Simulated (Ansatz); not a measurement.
in.yaml

```yaml
crystal:
  periodic: [false, false, false]
  atoms:
    - {symbol: O, position_ang: [-0.327655, 0.000000, 0.341073]}
    - {symbol: Be, position_ang: [0.551214, 0.000000, -0.725080]}
    - {symbol: H, position_ang: [0.272484, 0.000000, 1.069101]}
basis:
  gaussian: {orbitals: 6-31G}
magnetization: {spin_polarized: false, initial_magnetization: 1}
correlation: {method: ccsdt, electrons: all}
scf: {lower_state_search: full}
```

```sh
$ ansatz run in.yaml --threads 1 --pin off --events-out ev --progress --plain --max-ram 2393MiB
```

The program prints:

```
398 factors; integrals over basis functions are off by at most 1.9e-7 eV
mean field evaluation 1: about -2447.0724 eV, gradient 3.5e1 eV
mean field evaluation 2: about -2447.0747 eV, gradient 3.5e1 eV
mean field evaluation 4: about -2450.1989 eV, gradient 1.8e0 eV
mean field evaluation 8: about -2450.2303 eV, gradient 9.7e-2 eV
mean field evaluation 16: about -2448.9183 eV, gradient 2.6e1 eV
mean field evaluation 32: about -2450.2304 eV, gradient 8.0e-5 eV
mean field evaluation 64: about -2444.5433 eV, gradient 2.5e-1 eV
mean field -2450.23037696 eV, -90.0443055275 hartree, gradient 1.7e-6 eV, S^2 0.750000; 3 other end points of the search recorded, 0 dependent functions left out
reference -2450.23037696 eV, -90.0443055275 hartree; 7, 6 occupied and 13, 14 virtual orbitals, 398 factors
second order -3.83441757 eV of doubles, -0.00554614 eV of singles
cycle   1  -3.76872223 eV  change    7.1e-2 eV  update   7.3e-2
cycle   2  -3.93060093 eV  change   -1.6e-1 eV  update   3.4e-2
cycle   3  -4.03420999 eV  change   -1.0e-1 eV  update   1.8e-2
cycle   4  -4.03851209 eV  change   -4.3e-3 eV  update   6.1e-3
cycle   5  -4.03360860 eV  change    4.9e-3 eV  update   3.3e-3
cycle   6  -4.03360745 eV  change    1.2e-6 eV  update   1.3e-3
cycle   7  -4.03445958 eV  change   -8.5e-4 eV  update   6.7e-4
cycle   8  -4.03458189 eV  change   -1.2e-4 eV  update   3.1e-4
cycle   9  -4.03458603 eV  change   -4.1e-6 eV  update   1.2e-4
cycle  10  -4.03465885 eV  change   -7.3e-5 eV  update   5.3e-5
cycle  11  -4.03462409 eV  change    3.5e-5 eV  update   2.1e-5
cycle  12  -4.03462443 eV  change   -3.4e-7 eV  update   8.4e-6
cycle  13  -4.03463023 eV  change   -5.8e-6 eV  update   3.7e-6
cycle  14  -4.03463007 eV  change    1.6e-7 eV  update   1.5e-6
cycle  15  -4.03463148 eV  change   -1.4e-6 eV  update   7.9e-7
cycle  16  -4.03463186 eV  change   -3.8e-7 eV  update   3.9e-7
Total energy: -2454.26500882 eV, -90.1925755137 hartree
```

Ran on 1 thread of Intel Xeon, shared host: 2 s wall, 0.15 GiB peak host memory.
